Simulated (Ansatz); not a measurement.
Born–Oppenheimer molecular dynamics of BCl$_{2}$H (4 atoms, charge 0, multiplicity 1). It starts from a relaxed structure.

The calculation used Ansatz 0.2.0, RKS B3LYP/6-31G.

```
ensemble             : NVT, Langevin thermostat
time step            : 0.5 fs
steps asked          : 150
set temperature      : 500 K
friction             : 0.001 /fs
temperature schedule : 37 steps to 500 K, then 113 steps to 125 K
seed                 : 762748
```

First frame:

```xyz
4
Properties=species:S:1:pos:R:3
B 0.000 0.000 -0.022
H 0.000 0.000 1.155
Cl 1.556 0.000 -0.901
Cl -1.556 0.000 -0.901
```

Task: How far do the bonds stretch over the last three quarters of this one trajectory? (Pairs bonded in most of those frames.)

Result: 
| bond | mean (Å) | spread (Å) | shortest | longest |
| --- | --- | --- | --- | --- |
| B1–H2 | 1.178 | 0.009 | 1.16 | 1.20 |
| B1–Cl3 | 1.810 | 0.046 | 1.73 | 1.89 |
| B1–Cl4 | 1.784 | 0.048 | 1.71 | 1.87 |

Mean temperature of the second half: 286 K. The schedule's set-point averaged 249 K over the second half and the system 286 K. A run of 0.075 ps of so small a system gives no equilibrium averages. Limits of this set-up: no polarisation functions.

Run time: 4.1 min on 1 thread of Arm Neoverse N1 (shared host), peak memory 0.083 GiB.
